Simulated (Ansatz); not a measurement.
# FH₂OSi radical (SMILES [O][SiH2]F): one structure at several levels

How do the functionals fare away from a minimum? The structure is a structure displaced at random from a GFN2-xTB minimum.

Computed with Ansatz 0.2.0, Gaussian basis. Level: single points in def2-TZVPP.

Correlated methods freeze the cores. Orbitals are unrestricted.

## (1) The system as given

SMILES `[O][SiH2]F`, 5 atoms, charge 0, spin multiplicity 2.

Atoms are counted from 1 here; the program's logs count them from 0.

Bond lengths: O1–Si2 1.524 Å, Si2–F3 1.654 Å, Si2–H4 1.548 Å, Si2–H5 1.584 Å. Angles: O1–Si2–F3 121.2°, O1–Si2–H4 123.3°, O1–Si2–H5 122.5°, F3–Si2–H4 94.0°, F3–Si2–H5 97.0°, H4–Si2–H5 91.1°.

As a file:

```xyz
5
charge 0, multiplicity 2
O    -1.31520    0.62430    0.79000
Si   -0.11880    0.06780    0.02690
F     1.23590   -0.45390    0.81950
H    -0.19760   -1.17910   -0.88690
H     0.62450    0.88790   -1.10680
```

## (2) CCSD(T)/def2-TZVPP

Input file run/in.yaml:

```yaml
crystal:
  periodic: [false, false, false]
  atoms:
    - {symbol: O, position_ang: [-1.315200, 0.624300, 0.790000]}
    - {symbol: Si, position_ang: [-0.118800, 0.067800, 0.026900]}
    - {symbol: F, position_ang: [1.235900, -0.453900, 0.819500]}
    - {symbol: H, position_ang: [-0.197600, -1.179100, -0.886900]}
    - {symbol: H, position_ang: [0.624500, 0.887900, -1.106800]}
basis:
  gaussian: {orbitals: def2-TZVPP}
magnetization: {spin_polarized: true, initial_magnetization: 1}
correlation: {method: ccsd_t}
scf: {omitted_lower_state_checks: [cluster_reference]}
output: {forces: true}
```

No record of the launch command was kept for these runs.

## (3) PBE0-D4/def2-TZVPP

run/in.yaml: that of step 2 with these lines changed.

```diff
@@ -11,4 +11,3 @@
 magnetization: {spin_polarized: true, initial_magnetization: 1}
-correlation: {method: ccsd_t}
-scf: {omitted_lower_state_checks: [cluster_reference]}
-output: {forces: true}
+hamiltonian: {xc: pbe0, dispersion: d4}
+output: {forces: true, orbitals: {seedname: orbitals}}
```

## (4) wB97M-V/def2-TZVPP

run/in.yaml: that of step 3 with these lines changed.

```diff
@@ -11,3 +11,3 @@
 magnetization: {spin_polarized: true, initial_magnetization: 1}
-hamiltonian: {xc: pbe0, dispersion: d4}
-output: {forces: true, orbitals: {seedname: orbitals}}
+hamiltonian: {xc: {name: wB97M-V}}
+output: {forces: true}
```

## (5) r2SCAN-D4/def2-TZVPP

run/in.yaml: that of step 4 with these lines changed.

```diff
@@ -11,3 +11,3 @@
 magnetization: {spin_polarized: true, initial_magnetization: 1}
-hamiltonian: {xc: {name: wB97M-V}}
+hamiltonian: {xc: r2scan, dispersion: d4}
 output: {forces: true}
```

## (6) PBE-D4/def2-TZVPP

run/in.yaml: that of step 5 with these lines changed.

```diff
@@ -11,3 +11,3 @@
 magnetization: {spin_polarized: true, initial_magnetization: 1}
-hamiltonian: {xc: r2scan, dispersion: d4}
+hamiltonian: {xc: pbe, dispersion: d4}
 output: {forces: true}
```

## (7) wB97X-V/def2-TZVPP

run/in.yaml: that of step 6 with these lines changed.

```diff
@@ -11,3 +11,3 @@
 magnetization: {spin_polarized: true, initial_magnetization: 1}
-hamiltonian: {xc: pbe, dispersion: d4}
+hamiltonian: {xc: {name: wB97X-V}}
 output: {forces: true}
```

## (8) B97M-V/def2-TZVPP

run/in.yaml: that of step 7 with these lines changed.

```diff
@@ -11,3 +11,3 @@
 magnetization: {spin_polarized: true, initial_magnetization: 1}
-hamiltonian: {xc: {name: wB97X-V}}
+hamiltonian: {xc: {name: B97M-V}}
 output: {forces: true}
```

(Steps that only read results are left out.)

**Question.** What will these runs give? Wanted: energy less free atoms, CCSD(T)/def2-TZVPP; RMS force component; RMS force error; HOMO and LUMO, PBE0-D4; T1 diagnostic.

**Answer**, as computed:

| quantity | value |
| --- | --- |
| energy less free atoms, CCSD(T)/def2-TZVPP | -364.2 kcal/mol |
| RMS force component | 1.457 to 2.220 eV/Å over the methods |
| RMS force error | PBE0-D4 0.477, wB97M-V 0.323, r2SCAN-D4 0.665, PBE-D4 0.795, wB97X-V 0.220, B97M-V 0.569 eV/Å |
| HOMO and LUMO, PBE0-D4 | -9.75 and -6.24 eV |
| T1 diagnostic | 0.045 |

Against CCSD(T) the functionals' energies less atoms differ by -28.0 to -9.1 kcal/mol, PBE-D4 by -28.0 kcal/mol. A larger basis would deepen the CCSD(T) value, while the functionals are nearly converged already, so the order here is not reliable. On forces the order runs from wB97X-V to PBE-D4. Frozen-core CCSD(T) forces in triple zeta carry basis errors of their own, and this is one geometry, so small gaps rank nothing. The T1 diagnostic is large here, over the usual mark for main-group molecules (transition-metal compounds often pass it harmlessly), so CCSD(T) itself may be off.
